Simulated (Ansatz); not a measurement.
**Li (bcc): energy against volume**

Level of theory: Ansatz, DFT, RPBE, plane waves (420 eV) with PAW, scalar-relativistic. (PAW data from PBE, frozen cores regenerated.)

The cell is scaled uniformly from the relaxed one, with fractional coordinates and shape fixed. Energies are extrapolated to zero smearing, pressures are those at the given smearing. Magnetic state: spin not included.

A Birch-Murnaghan fit gives V₀ = 21.06 Å³/atom, B₀ = 13.3 GPa, B₀′ = 3.4.

(1) What are the energy above the minimum and the pressure at 18.533 Å³/atom?

(2) What are the energy above the minimum and the pressure at 19.375 Å³/atom?

(3) What are the energy above the minimum and the pressure at 23.587 Å³/atom?

Answers

(1) 15.2 meV/atom and 2.13 GPa as computed.

(2) 6.3 meV/atom and 1.30 GPa as computed.

(3) 10.7 meV/atom and -1.23 GPa as computed.
